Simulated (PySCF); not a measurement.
## One elementary step

Start structure (CH7NSi, singlet), relaxed at PBE0-D4/def2-TZVP:

```tsv
atom	x (Å)	y (Å)	z (Å)
Si1	-0.0799	-1.7996	-0.2765
H2	0.2957	-0.8509	-1.3554
H3	0.8721	-1.7309	0.8577
H4	0.0040	-3.1738	-0.8542
H5	-1.4762	-1.5853	0.1710
N6	-0.1766	1.0502	0.7222
C7	0.2155	1.9595	-0.0569
H8	-0.4598	1.4240	1.6280
H9	0.5460	1.6830	-1.0601
H10	0.2515	3.0242	0.1967
```

The step: CH₃N ([CH2][NH]) + SiH₄ → CH₇NSi ([CH3][NH][SiH3]); bonds formed: Si1–N6, H2–C7; bonds broken: Si1–H2. Computed with PySCF 2.14 with density fitting (its default auxiliary sets; JK sets also for MP2 and CCSD(T)) (basis: def2-TZVPP and def2-QZVPP); correlated methods freeze the cores. Extrapolation: Hartree–Fock as exp(−7.88 √X), correlation as X^−2.97. Energies below are by CCSD(T) at an estimated basis limit (MP2 extrapolated from triple and quadruple zeta, plus CCSD(T) − MP2 in triple zeta).

**Question.** What are the electronic barrier and the energy of the step, from the start structure to the end structure? (An estimate is asked for; the value comes from the calculation.)

**Answer.** Computed: Barrier 198.5 kJ/mol; step energy -156.2 kJ/mol (downhill); reverse barrier, their difference, 354.6 kJ/mol. Barrier and step energy count from the start structure, the reverse barrier from the end structure.

The saddle point: One imaginary mode of 918i cm⁻¹.
```csv
pair,start (Å),saddle (Å),end (Å)
Si1–N6,3.02,1.97,1.72
H2–C7,3.10,1.73,1.09
Si1–H2,1.49,1.63,2.88
```

Zero-point energy (harmonic, PBE0-D4): ZPE is 192.0 kJ/mol at the start and 196.1 kJ/mol at the saddle, so the barrier goes from 198.5 to 202.6 kJ/mol.

No T1 diagnostic of these runs exceeds 0.020.

Labels in which every atom is bracketed show which atoms are joined, not bond orders.

For scale, one of the runs: CCSD(T)/def2-TZVPP, 202 basis functions, launched by `OMP_NUM_THREADS=4 python run.py`. The run took 5.1 min on 4 CPU threads of an Arm Neoverse V2 (shared host), with 2.3 GiB of host memory at its peak.
